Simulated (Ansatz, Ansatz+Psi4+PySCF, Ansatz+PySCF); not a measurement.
| atom | x (Å) | y (Å) | z (Å) |
| --- | --- | --- | --- |
| P | 0.0005 | -0.0100 | 0.1158 |
| H | -0.0014 | 1.0350 | -0.8688 |
| H | -0.0060 | -1.0195 | -0.8706 |

Basis set: cc-pVTZ on H; cc-pV(T+d)Z on P (spherical functions). Left uncorrelated: 5 orbitals. Correlation on ROHF uses semicanonical orbitals with singles. Charge 0, multiplicity 2.

Computed with Ansatz (development build ahead of 0.2.0); each method stands on the lowest determinant of its kind that the runs found.

(1) Give the atomization energy at this shape (free ground-state atoms in the same class of orbitals less the molecule, no zero-point energy) of doublet PH₂ by UHF-CCSD(T), ROHF-MP2, UHF-MP2.

Results:

(1)

```json
{"method": "UHF-CCSD(T)", "atomization energy": "148.86 kcal/mol"}
{"method": "ROHF-MP2", "atomization energy": "142.75 kcal/mol"}
{"method": "UHF-MP2", "atomization energy": "142.09 kcal/mol"}
```
